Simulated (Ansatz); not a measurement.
A calculation with Ansatz (development build ahead of 0.2.0).

```yaml
crystal:
  periodic: [false, false, false]
  atoms:
    - { symbol: C, position_ang: [1.14554, -0.61665, 0.14281] }
    - { symbol: C, position_ang: [0.09919, 0.48356, 0.29105] }
    - { symbol: C, position_ang: [-1.21556, 0.17578, -0.41778] }
    - { symbol: H, position_ang: [2.06548, -0.36001, 0.67203] }
    - { symbol: H, position_ang: [0.78459, -1.56592, 0.54719] }
    - { symbol: H, position_ang: [1.40193, -0.78063, -0.90691] }
    - { symbol: H, position_ang: [0.5057, 1.42229, -0.09624] }
    - { symbol: H, position_ang: [-0.09552, 0.65588, 1.35358] }
    - { symbol: H, position_ang: [-1.93833, 0.98183, -0.27659] }
    - { symbol: H, position_ang: [-1.0666, 0.04863, -1.49294] }
    - { symbol: H, position_ang: [-1.66567, -0.74368, -0.03559] }
basis:
  gaussian: { orbitals: def2-SVP }
total_charge: 1
magnetization:
  spin_polarized: true
  initial_magnetization: 1
hamiltonian:
  xc: hf
correlation:
  method: mp2
  frozen_orbitals: { C: 1, H: 0 }
output:
  forces: true
```

The input is written out in the form of the current development build from the run's settings.

Output:

- Converged: yes
- Reference energy: -117.76049 hartree
- Correlation energy: -0.41753 hartree
- Total energy: -118.17802 hartree
- Spin squared of the determinant: 0.766
- Stability test: minimum

Forces (eV/Å):
```json
{"atom": "C1", "Fx": "-22.312", "Fy": "0.439", "Fz": "-9.266"}
{"atom": "C2", "Fx": "29.212", "Fy": "3.440", "Fz": "14.122"}
{"atom": "C3", "Fx": "-10.396", "Fy": "-12.622", "Fz": "-11.064"}
{"atom": "H4", "Fx": "1.626", "Fy": "3.922", "Fz": "2.852"}
{"atom": "H5", "Fx": "3.272", "Fy": "-1.474", "Fz": "-0.888"}
{"atom": "H6", "Fx": "2.362", "Fy": "-2.565", "Fz": "1.137"}
{"atom": "H7", "Fx": "-4.095", "Fy": "1.697", "Fz": "1.573"}
{"atom": "H8", "Fx": "-2.734", "Fy": "3.447", "Fz": "-1.744"}
{"atom": "H9", "Fx": "1.968", "Fy": "4.404", "Fz": "3.220"}
{"atom": "H10", "Fx": "0.472", "Fy": "-0.492", "Fz": "0.294"}
{"atom": "H11", "Fx": "0.623", "Fy": "-0.196", "Fz": "-0.236"}
```

Caution: MP2 forces lie far from those of the mean fields; the determinant breaks the point group.
